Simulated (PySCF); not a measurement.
These are PySCF with PBE0-D4/def2-TZVP values and carry that method's errors. Isolated molecules, 0 K electronic values unless said otherwise. 

Reference species (SMILES): `[F][Ga][Cl]` (neutral, multiplicity 2).

```
Quantity                          Value
-----------------------------  --------
highest occupied spin orbital  -7.38 eV
```

Changed species: `[F]` (radical fragment; the reference has radical fragment).

Question: Predict the effect on the highest occupied spin orbital.

Answer: the highest occupied spin orbital decreases by 5.08 eV, to -12.46 eV.
